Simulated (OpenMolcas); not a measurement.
# MP2/ANO-XS-VDZP (DKH2) run of C5H10S (cyclopentanethiol)

Aim: a single-point energy of C5H10S (cyclopentanethiol). 

The calculation is run with OpenMolcas 26.06.

2 further runs of the same task are left out: 2 set aside as unsound or not needed.

### 1 The molecule

C5H10S: 16 atoms, total charge 0, spin state singlet. As SMILES, `SC1CCCC1`. Geometry: relaxed at GFN2-xTB. This is one conformer, not always the lowest.

Bond lengths: S1–C2 1.822 Å, C2–C3 1.524 Å, C3–C4 1.533 Å, C4–C5 1.544 Å, C2–C6 1.524 Å, C5–C6 1.533 Å, S1–H7 1.332 Å, C2–H8 1.092 Å, C3–H9 1.092 Å, C3–H10 1.089 Å, C4–H11 1.089 Å, C4–H12 1.090 Å, C5–H13 1.090 Å, C5–H14 1.089 Å, C6–H15 1.089 Å, C6–H16 1.092 Å. Some angles: S1–C2–C3 114.1°, S1–C2–C6 114.0°, C3–C2–C6 103.4°, C2–C3–C4 103.6°, C3–C4–C5 106.1°, C4–C5–C6 106.1°, C2–C6–C5 103.6°, S1–C2–H8 104.1°, C3–C2–H8 110.7°, C6–C2–H8 110.7°.

### 2 A single-point energy at MP2/ANO-XS-VDZP (DKH2)

The input, job.inp:

```
&gateway
  coord
  16
  bohr
  S      0.34338213     2.22815718     4.69727333
  C     -0.03985432     0.03955197     2.06652890
  C      2.26772804    -0.15554336     0.35368114
  C      1.24100204    -1.45361513    -2.02389668
  C     -1.61424185    -0.85910729    -2.09844638
  C     -2.16110969     0.74702763     0.25027533
  H      0.78998111     4.26244735     3.28326686
  H     -0.42891114    -1.77214737     2.97418326
  H      2.94572398     1.74064563    -0.09883268
  H      3.81078391    -1.19823754     1.22803852
  H      2.20451670    -0.77707428    -3.71132762
  H      1.54001341    -3.48777302    -1.90575100
  H     -2.70682480    -2.60408039    -2.03476260
  H     -2.13864085     0.14312786    -3.81775700
  H     -4.02583474     0.39060639     1.04280757
  H     -2.02769503     2.75601437    -0.20528095
  basis
  ANO-XS-VDZP
  group
  NoSym

&seward
  relativistic
  R02E00

&scf
  prorbitals
  1 1

&mbpt2
  frozen
  10
```

Launch:

```console
$ export MOLCAS_MEM=1860
$ pymolcas job.inp > job.log
```

**Question.** What will come out? Wanted: total energy; dipole moment; HOMO energy; LUMO energy; HOMO–LUMO gap; correlation energy.

Answer, from the run:

Level: MP2/ANO-XS-VDZP (DKH2), 10 core orbitals frozen.

```
                                    quantity          value
                                total energy  -594.67150 Eh
          dipole moment (mean-field density)         1.91 D
         HOMO energy (Hartree–Fock orbitals)       -9.31 eV
         LUMO energy (Hartree–Fock orbitals)        4.78 eV
       HOMO–LUMO gap (Hartree–Fock orbitals)       14.09 eV
correlation energy (10 core orbitals frozen)     -839.8 mEh
```

What this shows: Mulliken charges of the mean-field density run from -0.32 on C4 to +0.19 on H8.
